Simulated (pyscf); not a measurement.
Routes from `[ZnH][SeH]` + `[H][H]`

Candidate steps break at most two bonds and form at most two. Each was searched with GFN2-xTB (tblite) first. Single points on ωB97X-D3(BJ)/def2-SVP structures (PySCF, gas phase). Energies: ωB97M-D3(BJ)/def2-TZVP, kcal/mol, from the separated reactants, singlet surface; ΔG‡ with ideal gas, 1 atm, RRHO with modes under 100 cm⁻¹ raised to 100, one conformer, R ln 2 for chiral ones without a mode under 150 cm⁻¹.

```tsv
products	type	ΔE‡	ΔE	ΔG‡ 298 K	ΔG‡ 900 K	ν‡ (cm⁻¹)
ZnH₂ + H₂Se	four-centre exchange	36.6	+21.7	43.7	60.1	1177i
HZn–SeH + H₂	concerted two-bond exchange	41.1	0.0	49.4	66.8	1640i
```

Row 1: On the product side the descent ends in an adduct with a Se–Zn contact, 7.1 kcal/mol under the separated species and 18.2 kcal/mol under the saddle at ωB97X-D3(BJ)/def2-TZVP. 

Plain bond fissions and candidates not yet searched are not listed, and one of them may be faster. Each barrier is that of the saddle found; lower ones may exist. Elements up to Kr have no core potential and no relativistic terms here.
